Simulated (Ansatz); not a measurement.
## Ansatz (development build ahead of 0.2.0) run

```yaml
crystal:
  periodic: [false, false, false]
  atoms:
    - { symbol: B, position_ang: [0.0, 0.0, -0.69645] }
    - { symbol: H, position_ang: [0.0, 0.0, 0.69645] }
basis:
  gaussian: { orbitals: def2-SVP }
total_charge: -1
magnetization:
  spin_polarized: true
  initial_magnetization: 1
hamiltonian:
  xc: hf
correlation:
  method: mp2
  frozen_orbitals: { B: 1, H: 0 }
```

The input is written out in the form of the current development build from the run's settings.

Output:

```
Converged                       : yes
Reference energy                : -25.06808 hartree
Correlation energy              : -0.06160 hartree
Total energy                    : -25.12968 hartree
Spin squared of the determinant : 1.059
Stability test                  : minimum
```

Messages of the program:
```
mean field -682.13724943 eV, -25.0680815472 hartree, gradient 1.7e-6 eV, S^2 1.059272; 7 other ends of a descent, 0 dependent functions left out
```

Caution: no diffuse functions for an anion; the unrestricted determinant is spin contaminated.
